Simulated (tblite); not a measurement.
Question: Write a Z-matrix for `[CH2][C@H](C)OC=C` [radical] as optimised with GFN2-xTB. (Doublet state.)

Answer: 
Z-matrix in Å and degrees, rows numbered from 1:
```
C 
C   1  1.4721
C   2  1.5432  1  111.47
O   2  1.4191  1  108.25  3  -122.31
C   4  1.3498  2  119.40  1  -158.51
C   5  1.3244  4  130.04  2     1.34
H   1  1.0708  2  119.72  3   -48.60
H   1  1.0700  2  119.86  3   127.54
H   2  1.1085  1  109.81  3   118.92
H   3  1.0859  2  109.78  1    60.44
H   3  1.0869  2  110.15  1  -179.01
H   3  1.0869  2  109.44  1   -59.41
H   5  1.0830  4  108.84  2  -179.38
H   6  1.0734  5  119.73  4   178.76
H   6  1.0754  5  124.06  4    -0.72
```

C5 (carbon bonded to C, O and H) is planar (angles 130.0°, 121.1° and 108.8°, sum 360.0°, 0.00 Å off the plane of its three neighbours). The C–C distances run from 1.324 Å (C5=C6, drawn double) to 1.543 Å (C2–C3, drawn single), a spread of 0.219 Å. C6 (carbon bonded to C and 2 H) is planar (angles 124.1°, 119.7° and 116.2°, sum 360.0°, 0.00 Å off the plane of its three neighbours). The C–O distances run from 1.350 Å (O4–C5, drawn single) to 1.419 Å (C2–O4, drawn single), a spread of 0.069 Å.

The geometry is computed with GFN2-xTB (gas phase). This method treats the open shell by occupation alone, without spin polarisation.

Point group: C1 (no symmetry element, even within 0.4 Å). Its GFN2-xTB frequencies are all real (lowest 97 cm⁻¹). Torsions: H–C1–C2–C3 -49° and 128°, C1–C2–O4–C5 -159°, C2–O4–C5–C6 1°. 2 starts were optimised and ended at 0.00 and 0.03 kcal/mol (GFN2-xTB); the lowest of these is shown.

One conformer stands for the species.
